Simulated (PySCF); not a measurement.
Species: CH₅BS.
SMILES with atom numbers: `[BH2:1][S:2][CH3:3]` (hydrogens: H4, H5 on B1; H6, H7, H8 on C3)

The closed-shell ground state was solved at several levels (PySCF, density fitting, gas phase, non-relativistic). Isolated species at its GFN2-xTB geometry (one conformer only). GFN2-xTB frequencies show an imaginary mode (41i cm⁻¹), so this geometry is no minimum at that level.

| level | basis functions | total energy (Eh) | HOMO (eV) | LUMO (eV) | gap (eV) | dipole (D) |
| --- | --- | --- | --- | --- | --- | --- |
| PBE0/pcSseg-1 | 83 | -463.9055 | -7.93 | -1.04 | 6.89 | 1.74 |
| wB97X-D/def2-SVPD | 107 | -463.9741 | -9.72 | 0.79 | 10.51 | 1.72 |

(1) Estimate the row for PBE0/def2-SVPD, a basis of 107 functions; the other rows only guide the guess.

(2) Over all these levels, which gives the widest orbital gap and which the narrowest?

(3) How far do the dipole and the HOMO energy spread over the levels?

Results:

(1) Total energy -463.7670 Eh, HOMO -7.91 eV, LUMO -1.08 eV, gap 6.83 eV, dipole 1.75 D.

(2) wB97X-D/def2-SVPD (range-separated hybrid) has the widest, 10.51 eV, and PBE0/def2-SVPD (global hybrid, 25 % exact exchange) the narrowest, 6.83 eV. The two share the basis. From the narrowest to the widest the HOMO moves by -1.81 eV and the LUMO by +1.87 eV.

(3) The dipole runs from 1.72 to 1.75 D (mean 1.74 D) and the HOMO from -9.72 to -7.91 eV.

Note: wB97X-D ran without an empirical dispersion term, which enters the total energy and its gradient alone.
